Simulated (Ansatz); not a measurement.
fcc Pb, treated with r²SCAN0 (Ansatz, a first-principles code, PAW).

The run printed, among other lines:

```
WARN output.stress: scf.exx.energy_threshold = 1e-6 eV is looser than the 1e-8 eV advised for a stress under a hybrid functional (1e-8 eV for each atom of the …
Crystal: 1 atoms, lattice volume = 31.673 Å³
Basis set: ecut = 520 eV, 869 PW (Γ), exchange–correlation on 81×81×81 points (27 copies of the dense FFT grid, shifted against one another)
Bands: 11, of which v1, the nominal top of the filled ones, is band 7 counted from 1 (6 counted from 0)
Symmetry: 48 space group operations
Space group: Fm-3m (ITA 225), of the structure as read, at distance tolerance 3.2e-5 Å
k-points: 72 of 1728
Functional: x = r2scan, c = r2scan; τ floored in thin density (d = 2e-4 eV/Å³), warm-up for x = 0.75 r2scan + 0.25 exact, c = r2scan; τ floored in thin density (d = 2e-4 eV/Å³)
SCF iter   1: F=—  HF=-11920.846216 eV  |F-HF|=—  |Δ(HF+E_count)|=         —  Δρ=6.17e-3  dr2=8.64e-3  dr2_τ=4.59e-4
SCF iter   2: F=—  HF=-11920.845812 eV  |F-HF|=—  |Δ(HF+E_count)|=   4.04e-4  Δρ=2.89e-3  dr2=2.14e-3  dr2_τ=4.39e-5
  ...
SCF 1 converged in 7 iterations: F = -11920.845590 eV  dr2 = 1.43e-11
Crystal: 1 atoms, lattice volume = 31.673 Å³
Initial density: handed on by an earlier stage of this run
Functional: x = 0.75 r2scan + 0.25 exact, c = r2scan; τ floored in thin density (d = 2e-4 eV/Å³)
SCF 2 converged in 7 iterations: F = -11918.222168 eV  dr2 = 5.60e-11
Crystal: 1 atoms, lattice volume = 31.673 Å³
Crystal: 1 atoms, lattice volume = 31.673 Å³
Crystal: 1 atoms, lattice volume = 31.673 Å³
Crystal: 1 atoms, lattice volume = 31.673 Å³
SCF iter   1: F=—  HF=-11918.224462 eV  |F-HF|=—  |Δ(HF+E_count)|=         —  Δρ=1.24e-7  dr2=5.13e-11  dr2_τ=4.05e-14
SCF iter   2: F=-11918.224462 eV  HF=-11918.224462 eV  |F-HF|=1.82e-12  |Δ(HF+E_count)|=  6.73e-11  Δρ=5.68e-8  dr2=4.20e-11  dr2_τ=2.05e-14
SCF 6 converged in 2 iterations: F = -11918.224462 eV  dr2 = 4.20e-11
Free energy (F): -11918.224462 eV
Internal energy: -11918.221283 eV  (E = F + TS)
E sigma→0 (E₀):  -11918.222872 eV
Fermi energy:    10.256091 eV
--- Stress (GPa, compression-positive) ---
       -1.127568       0.000000      -0.000000
        0.000000      -1.127568       0.000000
       -0.000000       0.000000      -1.127568
  P = ⅓ Tr σ = -1.1276 GPa (-11.276 kbar)
```

Problem. Write an input file that could have produced this run (the log leaves some choices open).

Solution. Several could match; the one computed here: 
Ansatz 0.2 input:
```yaml
crystal:
  lattice:
    - [0.0, 2.5112331301, 2.5112331301]
    - [2.5112331301, 0.0, 2.5112331301]
    - [2.5112331301, 2.5112331301, 0.0]
  atoms:
    - { symbol: Pb, position: [0.0, 0.0, 0.0] }
basis:
  ecutwfc: 520
  ecutrho_ratio: 4
  xc_grid: 3
kpoints:
  mp_grid: { grid: [12, 12, 12] }
hamiltonian:
  xc: r2scan0
  dispersion: none
  pseudopotentials: { kind: paw }
scf:
  occupations: { method: fermi_dirac, width: 0.05 }
  convergence: { dr2_threshold: 0.0000000001 }
output:
  forces: false
  stress: true
  eigenvalues: true
```

The cell is one volume of an energy–volume scan, off the minimum.

The PAW data were made under PBE.

Note: the run warned that the count of filled bands differs between k points.

The result took about 4 core-minutes (a rough figure).
